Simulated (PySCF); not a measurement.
# Level of theory and adiabatic energies of losing or gaining an electron: methylene chloride

Structure: `ClCCl` (CH2Cl2).

All levels share the PBE0-D3(BJ)/def2-SVP structures and the PBE0-D3(BJ)/def2-SVP thermal terms; only the single-point energies (PySCF) change. Values are adiabatic energies of losing or gaining an electron (0 K, eV).

Measured (NIST Chemistry WebBook): adiabatic ionisation energy 11.33 eV.

| level | ionisation energy to the radical cation | time |
| --- | --- | --- |
| TPSS-D3(BJ)/6-311+G** (grid 1, conv 1e-10, max cycle 100) | 10.65 | 14 s |
| BP86-D3(BJ)/aug-pcseg-1 (grid 4) | 10.66 | 52 s |
| PBE0/def2-TZVPP | 10.83 | 25 s |
| ωB97X-D3(BJ)/ma-def2-TZVP | 11.28 | – |

Times are wall times for all single points of a level on 1 thread of Arm Neoverse V2, a shared host; the dash marks the run that also made the structures. BP86, TPSS ran on a slower path of this set-up, which computes the density-fitting integrals anew in every SCF cycle while the other levels store them. So the times needn't show the usual order of cost, and those levels read slower than they are.

The spread: 0.62 eV, from 10.65 to 11.28.

Known limits: spin-orbit coupling is left out of the energies, which matters for open shells on the heavier atoms.

Differences come from unrounded values, so a last digit can differ from that of the printed terms.
